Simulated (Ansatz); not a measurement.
# BH2OS: the cost of one run

Program: Ansatz 0.2.0 through its Python package. Level of theory: Hartree-Fock/def2-SVP. These are calculated values, not measurements.

## Step 1: The system

Bond lengths: O1–B2 1.435 Å, B2–S3 1.855 Å, O1–H4 0.936 Å, S3–H5 1.422 Å. Angles: O1–B2–S3 118.2°, B2–O1–H4 106.5°, B2–S3–H5 93.0°.

The script holds or builds the structure itself.

## Step 2: The script

Input file run_scan.py:

```python
# -*- coding: utf-8 -*-
"""Potential curve of BH2OS along one bond."""

import logging
import sys

import ansatz
from ase import Atoms
import numpy as np

logging.basicConfig(stream=sys.stdout, format="%(levelname)s %(message)s")
logger = logging.getLogger("bh2os")
logger.setLevel(logging.INFO)

params = {
    "basis_set": "def2-SVP",
    "xc": "hf",
}


def main():
    atoms = Atoms(["O", "B", "S", "H", "H"], positions=[
        (-1.2288, 0.0624, -0.6929),
        (-0.5027, 0.5047, 0.4626),
        (1.322, 0.7928, 0.2939),
        (-1.1796, -0.872, -0.6956),
        (1.639, -0.5615, 0.5907),
    ])
    mol = ansatz.Crystal.molecule_from_ase(atoms)

    symbols = [site.symbol for site in mol.cartesian_sites]
    start = np.array([site.position_ang for site in mol.cartesian_sites])
    axis = (start[2] - start[1]) / np.linalg.norm(start[2] - start[1])
    moving = [2, 4]
    lengths, energies = [1.632, 1.707, 1.781, 1.855, 1.929, 2.003, 2.078, 2.189], []
    for length in lengths:
        xyz = start.copy()
        xyz[moving] += (length - np.linalg.norm(start[2] - start[1])) * axis
        point = ansatz.Crystal.molecule()
        for symbol, xyz in zip(symbols, xyz):
            point = point.atom(symbol, xyz.tolist())
        model = point.calculation()
        model = model.basis(gaussian=params["basis_set"])
        model = model.functional(params["xc"])
        model = model.spin("collinear", total=1)
        model = model.accuracy("medium").scf(lower_state_search="standard")
        summary = model.run().report
        energies.append(summary["free_energy_ev"])
        logger.info(f"r = {length:6.3f} A  E = {energies[-1]:.5f} eV  <S^2> = {abs(summary['mean_field']['state']['spin_squared']):.3f}")

    # quartic fit about the minimum
    fit = np.polynomial.Polynomial.fit(lengths, np.array(energies) - min(energies), 4).convert()
    roots = [r.real for r in fit.deriv().roots() if abs(r.imag) < 1e-9 and fit.deriv(2)(r.real) > 0]
    r_e = min(roots, key=lambda r: abs(r - lengths[int(np.argmin(energies))]))
    logger.info(f"minimum of the fit at {r_e:.4f} A, force constant {fit.deriv(2)(r_e):.2f} eV/A^2")


if __name__ == "__main__":
    main()
```

## Step 3: What the engine is handed

The package turns the script's settings into the engine's input (first run):

```yaml
crystal:
  periodic: [false, false, false]
  atoms:
    - { symbol: O, position_ang: [-1.2288, 0.0624, -0.6929] }
    - { symbol: B, position_ang: [-0.5027, 0.5047, 0.4626] }
    - { symbol: S, position_ang: [1.1026503737923752, 0.7581671138760252, 0.3141796525134139] }
    - { symbol: H, position_ang: [-1.1796, -0.872, -0.6956] }
    - { symbol: H, position_ang: [1.4196503737923751, -0.5961328861239747, 0.6109796525134139] }
accuracy: medium
basis:
  gaussian:
    orbitals: def2-SVP
hamiltonian:
  xc: hf
magnetization:
  spin_polarized: true
  initial_magnetization: 1.0
scf:
  lower_state_search: standard
```

## Step 4: Launch

Started as:

```
$ python run_scan.py
```

**Question.** How long does this script take on 1 thread of Arm Neoverse V2, shared host, and how much memory does it need?

About 4.3 s, with a peak of 0.17 GiB.
